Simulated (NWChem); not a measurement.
**Ionisation of phosphine (H$_{3}$P)**

```xyz
4

P     -0.1302    -0.0034     0.0000
H      0.6666    -0.5810     1.0357
H      0.6666    -0.5810    -1.0357
H      0.6204     1.2123     0.0000
```
Charge 0, spin multiplicity 1.

Program: NWChem. Structure: optimised with PBE0/def2-SVP, a minimum by its harmonic frequencies.

Basis set: def2-TZVPD. The species with one electron less has spin multiplicity 2 and keeps the geometry of the parent. Δ marks differences of total energies (open shells unrestricted). −ε marks an orbital energy of the parent. That orbital need not have the symmetry of the hole or added electron in the Δ rows.

No SCF solution was tested for a lower state.

Task: For the first vertical ionisation energy, ΔM06-2X gives 10.51 eV and ΔPBE gives 10.51 eV. What do −ε(HOMO) of HF, −ε(HOMO) of CAM-B3LYP, G0W0@PBE0 give?

Result: −ε(HOMO) of HF: 10.60 eV; −ε(HOMO) of CAM-B3LYP: 9.24 eV; G0W0@PBE0: 10.29 eV.
